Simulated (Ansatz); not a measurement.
# C₂H₄O₂S: small, medium and large basis sets

The task here is to estimate one member of a computed series from the others.

Computed with Ansatz 0.2.0, Gaussian basis. Level: one geometry, several basis sets.

The runs, in order: PBE0-D4/def2-SVP; ωB97M-V/def2-SVP; PBE0-D4/def2-QZVPP; ωB97M-V/def2-QZVPP; the functionals' def2-TZVPP values are taken from earlier runs.

### Structure used throughout

The geometry comes from an earlier relaxation with PBE0-D4 in a triple-zeta def2 set; it is a stationary point, not always the lowest conformer.

SMILES `SC1OCO1`, 9 atoms, charge 0, spin multiplicity 1.

Atoms are counted from 1 here; the program's logs count them from 0.

Bond lengths: S1–C2 1.807 Å, S1–H6 1.342 Å, C2–O3 1.410 Å, C2–O5 1.416 Å, C2–H7 1.096 Å, O3–C4 1.420 Å, C4–O5 1.416 Å, C4–H8 1.097 Å, C4–H9 1.096 Å. Angles: C2–S1–H6 95.4°, S1–C2–O3 111.7°, S1–C2–O5 116.5°, S1–C2–H7 108.8°, O3–C2–O5 92.9°, O3–C2–H7 114.0°, O5–C2–H7 112.4°, C2–O3–C4 87.3°, O3–C4–O5 92.5°, O3–C4–H8 112.7°, O3–C4–H9 113.0°, O5–C4–H8 112.8°, O5–C4–H9 113.5°, H8–C4–H9 111.3°, C2–O5–C4 87.2°.

Set-up of the first run:

Input file in.yaml:

```yaml
crystal:
  periodic: [false, false, false]
  atoms:
    - {symbol: S, position_ang: [-1.286342, 1.665330, 0.057970]}
    - {symbol: C, position_ang: [-0.574030, 0.005297, 0.111800]}
    - {symbol: O, position_ang: [0.071717, -0.325494, -1.097234]}
    - {symbol: C, position_ang: [1.252548, -0.523806, -0.333994]}
    - {symbol: O, position_ang: [0.610907, -0.148374, 0.871055]}
    - {symbol: H, position_ang: [-2.281828, 1.404265, 0.918701]}
    - {symbol: H, position_ang: [-1.354383, -0.704259, 0.408053]}
    - {symbol: H, position_ang: [1.582681, -1.569502, -0.330810]}
    - {symbol: H, position_ang: [2.067229, 0.150241, -0.622741]}
basis:
  gaussian: {orbitals: def2-SVP}
hamiltonian: {xc: pbe0, dispersion: d4}
output: {orbitals: {seedname: orbitals}}
```

The run is started by

```bash
$ ansatz run in.yaml --threads 2 --pin off --events-out ev --progress --plain --max-ram 4352MiB
```

Among the steps run: PBE0-D4 in def2-SVP; ωB97M-V in def2-SVP; PBE0-D4 in def2-QZVPP; ωB97M-V in def2-QZVPP.

One of the session's tables, all rows but one given; the rest of the session is left out.

It belongs to the step «Functionals by basis». 

| functional | basis | HOMO (eV) | LUMO (eV) |
| --- | --- | --- | --- |
| PBE0-D4 | def2-SVP | -7.34 | 0.56 |
| PBE0-D4 | def2-TZVPP | -7.48 | 0.08 |
| PBE0-D4 | def2-QZVPP | ? | ? |
| ωB97M-V | def2-SVP | -9.57 | 2.54 |
| ωB97M-V | def2-TZVPP | -9.74 | 1.94 |
| ωB97M-V | def2-QZVPP | -9.79 | 1.49 |

Estimate the missing values for PBE0-D4, def2-QZVPP.

As computed: HOMO (eV): -7.53; LUMO (eV): -0.13. In the column «HOMO (eV)» it lies between ωB97M-V, def2-SVP (-9.57) and PBE0-D4, def2-TZVPP (-7.48).
